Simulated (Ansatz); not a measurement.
System: zinc-blende BeSe. Method: PBEsol-D3(BJ) (plane waves, PAW; Ansatz, a program for electronic structure).

Settings: plane-wave cutoff 520 eV, 12×12×12 k mesh, Fermi–Dirac smearing 0.01 eV, scalar-relativistic PAW data made under PBE.

Results at a series of volumes:

```tsv
V (Å³/atom)	E − E_lowest (meV/atom)	P (GPa)
15.364	17.10	5.87
15.691	7.35	3.72
16.018	1.78	1.77
16.345	0.00	0.00
16.672	1.66	-1.60
16.999	6.43	-3.06
17.326	14.04	-4.38
```

Question: Estimate the bulk modulus and its pressure derivative from these points.

Answer: V0 = 16.346 Å³/atom, B0 = 84.1 GPa, B′ = 3.9 (fit to the energies at full precision).

Measured, for comparison: bulk modulus 92.2 GPa (temperature not stated, no zero-point or thermal correction; as tabulated in Inakpenu et al., APS March Meeting 2017, C27.9); equilibrium volume per atom 16.96 Å³/atom (temperature not stated, no zero-point or thermal correction; as tabulated in Bernardini et al. (2000), arXiv:cond-mat/0007180). Computed (rounded) less measured: bulk modulus -9 %, equilibrium volume per atom -3.6 %.

Computed values are for the static lattice.

It cost very roughly 40 core-seconds of CPU time.
